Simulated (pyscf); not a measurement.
A first-order saddle from PySCF, ωB97X-D3(BJ)/def2-SVP:

```xyz
11

C      0.3685     0.5024    -0.7362
C      0.3925    -0.0093     0.5155
Si    -1.4923    -0.1818     1.2626
H      1.0110     1.3279    -1.0651
H     -0.3097     0.0426    -1.4673
H      1.1044     0.3520     1.2651
H     -1.6107    -1.2658     2.2567
H     -1.3200     1.0810     2.0652
H     -2.5770     0.1158     0.3060
Cl    -1.1734    -2.3207    -0.3298
H      0.0206    -1.1655     0.3839
```
Charge 0, spin multiplicity 1.

Surface: singlet, charge 0. Lowest wavenumbers (cm⁻¹): 666i, 157, 168, 286, 350.

Q: Name the species on either side of this saddle.

A: H₂C=CH–SiH₃ + hydrogen chloride (HCl) <-> ethylene (H₂C=CH₂) + H₃Si–Cl, a four-centre exchange read from left to right: C–Si, Cl–H broken and C–H, Cl–Si formed. At CCSD(T)/def2-TZVPP + ΔMP2(QZVPP) it lies +36.2 kcal/mol from the left side and +58.0 kcal/mol from the right (each side as separated species at their lowest minima found). One saddle was located; it need not be the lowest between these sides. The CCSD(T) − MP2 part came from Ansatz, without density fitting, on the same reference.
